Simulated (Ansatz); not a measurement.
# AlH5S: the cost of one run

Computed with Ansatz 0.2.0, Gaussian basis. Level: wB97X-V/STO-3G.

## (1) Starting geometry

The start, a first-order saddle point found at PBE0-D4 in triple zeta: 7 atoms, charge 0, spin multiplicity 1.

Atoms are counted from 1 here; the program's logs count them from 0.

Bond lengths: Al1–S2 2.430 Å, Al1–H3 1.579 Å, Al1–H4 1.581 Å, Al1–H5 1.872 Å, Al1–H6 1.697 Å, S2–H5 1.572 Å, S2–H7 1.344 Å. Angles: S2–Al1–H3 107.0°, S2–Al1–H4 109.8°, S2–Al1–H5 40.3°, S2–Al1–H6 78.9°, H3–Al1–H4 128.5°, H3–Al1–H5 113.7°, H3–Al1–H6 110.0°, H4–Al1–H5 117.7°, H4–Al1–H6 111.4°, H5–Al1–H6 38.6°, Al1–S2–H5 50.4°, Al1–S2–H7 93.2°, H5–S2–H7 90.3°, Al1–H5–S2 89.3°.

As a file:

```xyz
7

Al   -0.8639    0.1292   -0.1192
S     1.4856   -0.0100   -0.7231
H    -1.6852   -0.4933   -1.3155
H    -1.1363    1.4733    0.6666
H     0.6697   -0.8460    0.3286
H    -0.3325   -1.1010    0.9221
H     1.8628    0.8476    0.2405
```

## (2) Dynamics

md/in.yaml

```yaml
crystal:
  periodic: [false, false, false]
  atoms:
    - {symbol: Al, position_ang: [-0.863878, 0.129191, -0.119224]}
    - {symbol: S, position_ang: [1.485585, -0.009952, -0.723087]}
    - {symbol: H, position_ang: [-1.685235, -0.493300, -1.315548]}
    - {symbol: H, position_ang: [-1.136276, 1.473294, 0.666568]}
    - {symbol: H, position_ang: [0.669658, -0.846007, 0.328623]}
    - {symbol: H, position_ang: [-0.332507, -1.100950, 0.922054]}
    - {symbol: H, position_ang: [1.862754, 0.847625, 0.240515]}
basis:
  gaussian: {orbitals: STO-3G}
hamiltonian: {xc: {name: wB97X-V}}
md: {n_steps: 60, timestep: 1.0, temperature: 300, ensemble: nvt_langevin, seed: 985, friction: 0.002, initial_velocities: maxwell_boltzmann}
```

Command:

```
$ ansatz run in.yaml --threads 2 --pin off --events-out ev --progress --plain --max-ram 4352MiB
```

**Question.** How long does this run take on 2 threads of Arm Neoverse V2, shared host?

About 97 s.
